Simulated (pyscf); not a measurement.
**Elimination: HO–Si(OH)(F)–F → H₂O + O=Si(F)–F**

Gas phase, singlet surface, charge 0. Bonds broken: O1–Si2, O3–H7. Bonds formed: O1–H7. PySCF, gas phase, ωB97X-D3(BJ)/def2-SVP geometries. Correlated levels are frozen-core, on RHF or UHF. ΔMP2 is the change of the MP2 total energy from the triple- to the quadruple-zeta basis.

Transition state (Å):

```xyz
7

O      0.2468     0.6446     0.0339
Si    -1.0979    -0.5986    -0.1600
O     -0.1288    -1.3624    -1.1099
F     -2.3484     0.2723    -0.6652
F     -1.5071    -1.0709     1.3112
H      0.1266     1.5271    -0.3491
H      0.6039    -0.1044    -0.6922
```

One imaginary mode, 872i cm⁻¹; descent along it reached the two sides named, in the forms told below.

| bond | change | reactant side (Å) | saddle | product side |
|---|---|---|---|---|
| O1–Si2 | breaks | 1.635 | 1.842 | 1.925 |
| O3–H7 | breaks | 0.962 | 1.515 | 2.486 |
| O1–H7 | forms | 2.8 | 1.103 | 0.975 |

Electronic energies relative to the reactant's lowest minimum found (kcal/mol):

```
level                             barrier  reaction energy  reverse barrier
--------------------------------  -------  ---------------  ---------------
ωB97X-D3(BJ)/def2-TZVP               56.6            +84.3            -27.7
PBE/def2-TZVP                        49.0            +75.3            -26.2
r²SCAN/def2-TZVP                     53.8            +83.0            -29.2
B3LYP-D3(BJ)/def2-TZVP               55.2            +80.7            -25.5
PBE0-D3(BJ)/def2-TZVP                54.5            +83.7            -29.2
M06-2X/def2-TZVP                     57.7            +88.2            -30.4
ωB97M-D3(BJ)/def2-TZVP               55.6            +82.6            -27.0
HF/def2-TZVP                         70.3            +91.1            -20.7
MP2/def2-QZVPP                       55.7            +80.8            -25.1
CCSD/def2-TZVPP                      59.6            +83.8            -24.2
CCSD(T)/def2-TZVPP                   57.1            +81.9            -24.8
CCSD(T)/def2-TZVPP + ΔMP2(QZVPP)     57.3            +82.3            -24.9
```

With CCSD(T)/def2-TZVPP + ΔMP2(QZVPP) energies and thermal terms (ideal gas, 1 atm, RRHO with modes under 100 cm⁻¹ raised to 100, one conformer, R ln 2 for chiral ones without a mode under 150 cm⁻¹), in kcal/mol:

```
T (K)   ΔH‡   ΔG‡     ΔH     ΔG
-----  ----  ----  -----  -----
298    55.4  56.4  +80.9  +71.1
600    54.5  57.8  +80.1  +61.5
900    53.8  59.6  +78.9  +52.5
1200   53.3  61.6  +77.6  +43.9
```

On the product side the descent ends in an adduct with a O–Si contact, 32.2 kcal/mol under the separated species and 4.5 kcal/mol under the saddle at ωB97X-D3(BJ)/def2-TZVP. At ωB97X-D3(BJ)/def2-TZVP, PBE, r²SCAN, B3LYP-D3(BJ), PBE0-D3(BJ), M06-2X, ωB97M-D3(BJ)/def2-TZVP, HF, MP2, CCSD, CCSD(T), CCSD(T) the saddle lies under the separated products, which points to a path from their complex (located at ωB97X-D3(BJ) alone), and parting the products costs more than the saddle. What is counted as broken (O–Si) persists as a longer contact in the product adduct; parting that adduct is a step of its own. One saddle was located; it need not be the lowest between these sides. The CCSD(T) − MP2 part came from Ansatz, without density fitting, on the same reference.
